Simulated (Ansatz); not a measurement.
# C₄H₆OS: a ladder of functionals and wavefunction methods

An exercise on one series of results from a longer session: the logs are not shown, and one member is left open.

Method: functionals in def2-TZVPP, the program's frozen cores in correlated methods; program: Ansatz 0.2.0, Gaussian basis.

The runs, in order: LDA (SPW92), PBE-D4, revPBE-D4, BLYP-D4, r2SCAN-D4, B97M-V, PBE0-D4, B3LYP-D4, r2SCANh-D4, r2SCAN0-D4, HSE06-D4, BHLYP-D4, CAM-B3LYP-D4, LC-ωPBE, ωB97X-V, ωB97M-V, B2PLYP, PBE-QIDH; CCSD(T)/def2-SVP; CCSD(T)/def2-TZVPP; MP2/def2-QZVPP; extrapolation to the limit; RPA on PBE.

**The geometry**

All runs share one geometry, relaxed beforehand with PBE0-D4 in a triple-zeta def2 set.

SMILES `CC1=CC(O)S1`, 12 atoms, charge 0, spin multiplicity 1.

Atoms are counted from 1 here; the program's logs count them from 0.

Bond lengths: C1–C2 1.476 Å, C1–H7 1.094 Å, C1–H8 1.091 Å, C1–H9 1.093 Å, C2–C3 1.337 Å, C2–S6 1.774 Å, C3–C4 1.498 Å, C3–H10 1.084 Å, C4–O5 1.375 Å, C4–S6 1.896 Å, C4–H11 1.091 Å, O5–H12 0.963 Å. Angles: C2–C1–H7 110.5°, C2–C1–H8 110.7°, C2–C1–H9 110.9°, H7–C1–H8 108.7°, H7–C1–H9 107.2°, H8–C1–H9 108.8°, C1–C2–C3 134.4°, C1–C2–S6 126.7°, C3–C2–S6 98.8°, C2–C3–C4 100.1°, C2–C3–H10 131.2°, C4–C3–H10 128.5°, C3–C4–O5 119.9°, C3–C4–S6 88.3°, C3–C4–H11 114.6°, O5–C4–S6 117.8°, O5–C4–H11 107.5°, S6–C4–H11 107.5° and more.

Set-up of the first run:

in.yaml

```yaml
crystal:
  periodic: [false, false, false]
  atoms:
    - {symbol: C, position_ang: [-0.949006, -0.017637, 1.796034]}
    - {symbol: C, position_ang: [-0.392389, -0.028408, 0.429512]}
    - {symbol: C, position_ang: [0.804643, -0.320343, -0.090192]}
    - {symbol: C, position_ang: [0.488210, -0.222500, -1.551179]}
    - {symbol: O, position_ang: [1.216687, 0.621730, -2.354960]}
    - {symbol: S, position_ang: [-1.268797, 0.306830, -1.075980]}
    - {symbol: H, position_ang: [-1.769124, -0.736282, 1.880686]}
    - {symbol: H, position_ang: [-0.181266, -0.274693, 2.527757]}
    - {symbol: H, position_ang: [-1.355452, 0.966762, 2.043151]}
    - {symbol: H, position_ang: [1.732863, -0.623030, 0.380422]}
    - {symbol: H, position_ang: [0.414655, -1.182263, -2.065133]}
    - {symbol: H, position_ang: [1.336077, 1.454633, -1.886218]}
basis:
  gaussian: {orbitals: def2-TZVPP}
hamiltonian: {xc: lda}
output: {orbitals: {seedname: orbitals}}
```

Command:

```console
$ ansatz run in.yaml --threads 4 --pin off --events-out ev --progress --plain --max-ram 10444MiB
```

Among the steps run: LDA; PBE-D4 (GGA); revPBE-D4 (GGA); BLYP-D4 (GGA); r2SCAN-D4 (meta-GGA); B97M-V (meta-GGA); B3LYP-D4 (hybrid); r2SCANh-D4 (hybrid); r2SCAN0-D4 (hybrid); HSE06-D4 (hybrid); BHLYP-D4 (hybrid); CAM-B3LYP-D4 (range-separated); LC-ωPBE (range-separated); ωB97X-V (range-separated); ωB97M-V (range-separated); B2PLYP (double hybrid); PBE-QIDH (double hybrid).

One of the session's tables, all rows but one given; the rest of the session is left out.

It belongs to the step «Frontier levels by functional». 

| functional | HOMO (eV) | gap (eV) |
| --- | --- | --- |
| LDA (SPW92) | -5.16 | 3.82 |
| PBE-D4 | -5.00 | 3.88 |
| revPBE-D4 | -4.94 | 3.91 |
| BLYP-D4 | -4.85 | 3.85 |
| r2SCAN-D4 | -5.20 | 4.30 |
| B97M-V | -5.26 | 4.41 |
| PBE0-D4 | -6.13 | 5.97 |
| B3LYP-D4 | -5.92 | 5.51 |
| r2SCANh-D4 | -5.62 | 5.08 |
| r2SCAN0-D4 | -6.26 | 6.24 |
| HSE06-D4 | -5.73 | 5.19 |
| BHLYP-D4 | -7.12 | 7.98 |
| CAM-B3LYP-D4 | -7.43 | 8.35 |
| LC-ωPBE | -8.79 | 10.88 |
| ωB97X-V | -8.42 | 10.42 |
| ωB97M-V | ? | ? |

**Question.** Estimate the row for ωB97M-V.

**Answer.** HOMO (eV): -8.29; gap (eV): 10.10. In the column «HOMO (eV)» it lies between ωB97X-V (-8.42) and CAM-B3LYP-D4 (-7.43).
